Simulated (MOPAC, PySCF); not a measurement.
BCl₃, SMILES `B(Cl)(Cl)Cl`, neutral singlet in the gas phase. 

Z-matrix (Å, degrees):
```
B
Cl 1 1.7378
Cl 1 1.7378 2 120.00
Cl 1 1.7378 2 120.00 3 180.00
```
Charge 0, spin multiplicity 1.

All levels are single points at this geometry (CAM-B3LYP-D3(BJ)/def2-TZVP); Pople sets use spherical d functions. Orbital energies aren't observables, and empty levels follow the basis.

```
level                                HOMO (eV)  LUMO (eV)  gap (eV)  dipole (D)  vertical IE, Delta-SCF (eV)
-----------------------------------  ---------  ---------  --------  ----------  ---------------------------
CAM-B3LYP-D3(BJ)/def2-TZVP in PySCF     -10.46      -0.51      9.95        0.00                        11.58
PBE-D3(BJ)/def2-TZVP in PySCF            -7.65      -2.61      5.04        0.00                        10.77
TPSSh-D3(BJ)/def2-TZVP in PySCF          -8.34      -2.14      6.20        0.00                        11.06
PBE/6-31G* in PySCF                      -7.61      -2.53      5.08        0.00                        10.81
HF/6-31G* in PySCF                      -12.51       2.10     14.62        0.00                        11.85
PM7 in MOPAC                            -11.82      -2.13      9.69        0.00                            –
```
